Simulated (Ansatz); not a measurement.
# C₃H₂F₂S: small, medium and large basis sets

An exercise on one series of results from a longer session: the logs are not shown, and one member is left open.

Computed with Ansatz 0.2.0, Gaussian basis. Level: one geometry, several basis sets.

Levels to be run: PBE0-D4/def2-SVP; ωB97M-V/def2-SVP; PBE0-D4/def2-QZVPP; ωB97M-V/def2-QZVPP; the functionals' def2-TZVPP values are taken from earlier runs.

### Structure used throughout

An earlier PBE0-D4 in a triple-zeta def2 set relaxation fixed the geometry.

SMILES `FC1=CC(F)S1`, 8 atoms, charge 0, spin multiplicity 1.

Atoms are counted from 1 here; the program's logs count them from 0.

Bond lengths: F1–C2 1.306 Å, C2–C3 1.330 Å, C2–S6 1.758 Å, C3–C4 1.494 Å, C3–H7 1.079 Å, C4–F5 1.357 Å, C4–S6 1.868 Å, C4–H8 1.092 Å. Angles: F1–C2–C3 132.5°, F1–C2–S6 125.2°, C3–C2–S6 102.2°, C2–C3–C4 95.8°, C2–C3–H7 133.7°, C4–C3–H7 130.3°, C3–C4–F5 116.4°, C3–C4–S6 91.3°, C3–C4–H8 116.0°, F5–C4–S6 114.2°, F5–C4–H8 108.7°, S6–C4–H8 109.4°, C2–S6–C4 70.6°.

The first run:

in.yaml reads:

```yaml
crystal:
  periodic: [false, false, false]
  atoms:
    - {symbol: F, position_ang: [0.630725, -0.695711, 2.275063]}
    - {symbol: C, position_ang: [0.235387, -0.226190, 1.122006]}
    - {symbol: C, position_ang: [0.624341, -0.464549, -0.127103]}
    - {symbol: C, position_ang: [-0.442538, 0.355340, -0.776507]}
    - {symbol: F, position_ang: [-0.021799, 1.382118, -1.557050]}
    - {symbol: S, position_ang: [-1.108280, 0.882562, 0.887375]}
    - {symbol: H, position_ang: [1.387044, -1.090273, -0.564283]}
    - {symbol: H, position_ang: [-1.212780, -0.200498, -1.315200]}
basis:
  gaussian: {orbitals: def2-SVP}
hamiltonian: {xc: pbe0, dispersion: d4}
output: {orbitals: {seedname: orbitals}}
```

Command:

```sh
$ ansatz run in.yaml --threads 4 --pin off --events-out ev --progress --plain --max-ram 10444MiB
```

Among the steps run: PBE0-D4 in def2-SVP; ωB97M-V in def2-SVP; PBE0-D4 in def2-QZVPP; ωB97M-V in def2-QZVPP.

One table of the session follows, with a row left open; its other results are not shown here.

It belongs to the step «Density functionals: the series». 

| functional | basis | HOMO (eV) |
| --- | --- | --- |
| PBE0-D4 | def2-SVP | -6.75 |
| PBE0-D4 | def2-TZVPP | -6.80 |
| PBE0-D4 | def2-QZVPP | -6.84 |
| ωB97M-V | def2-SVP | ? |
| ωB97M-V | def2-TZVPP | -8.96 |
| ωB97M-V | def2-QZVPP | -9.00 |

**Question.** Estimate the row for ωB97M-V, def2-SVP.

As computed: HOMO (eV): -8.89. In the column «HOMO (eV)» it lies between ωB97M-V, def2-TZVPP (-8.96) and PBE0-D4, def2-QZVPP (-6.84).
